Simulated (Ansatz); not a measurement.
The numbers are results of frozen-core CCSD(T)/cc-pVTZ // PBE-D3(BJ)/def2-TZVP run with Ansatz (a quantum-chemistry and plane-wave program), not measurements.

Ansatz 0.2 input:
```yaml
crystal:
  periodic: [false, false, false]
  atoms:
    - { symbol: Cl, position_ang: [-0.873683, -1.513799, 0.000028] }
    - { symbol: B, position_ang: [-0.000019, -0.000045, -0.000389] }
    - { symbol: Cl, position_ang: [-0.874165, 1.513559, 0.000239] }
    - { symbol: Cl, position_ang: [1.747866, 0.000285, 0.000122] }
basis:
  gaussian: { orbitals: cc-pVTZ }
correlation:
  method: ccsd_t
```

Output:

```
Functional definition: HF
795 factors; integrals over basis functions are off by at most 1.3e-3 eV
mean field evaluation 1: about -38185.9825 eV, gradient 1.9e1 eV
mean field evaluation 2: about -38186.3631 eV, gradient 2.1e1 eV
mean field evaluation 4: about -38187.7483 eV, gradient 2.2e0 eV
mean field evaluation 8: about -38187.7901 eV, gradient 9.2e-2 eV
mean field evaluation 16: about -38186.8599 eV, gradient 1.2e1 eV
mean field -38187.79017423 eV, -1403.3754042891 hartree, gradient 8.8e-6 eV, S^2 0.000000; 0 other end points of the search recorded, 0 dependent functions left out
16 core orbitals not correlated
reference -38187.79017423 eV, -1403.3754042891 hartree; 12, 12 occupied and 104, 104 virtual orbitals, 795 factors
second order -17.91362117 eV of doubles, -0.00000000 eV of singles
cycle   1  -18.64147588 eV  change   -7.3e-1 eV  update   8.7e-2
cycle   2  -19.01471601 eV  change   -3.7e-1 eV  update   2.4e-2
cycle   3  -19.09845001 eV  change   -8.4e-2 eV  update   1.3e-2
cycle   4  -19.08861625 eV  change    9.8e-3 eV  update   3.6e-3
cycle   5  -19.08752984 eV  change    1.1e-3 eV  update   1.3e-3
cycle   6  -19.08742560 eV  change    1.0e-4 eV  update   3.0e-4
cycle   7  -19.08739289 eV  change    3.3e-5 eV  update   8.0e-5
cycle   8  -19.08742782 eV  change   -3.5e-5 eV  update   1.8e-5
cycle   9  -19.08742920 eV  change   -1.4e-6 eV  update   4.9e-6
perturbative correction -0.86517913 eV, -0.0317947467 hartree
Total energy: -38207.74278256 eV, -1404.1086491209 hartree
```

Cost: roughly 25 core-seconds.
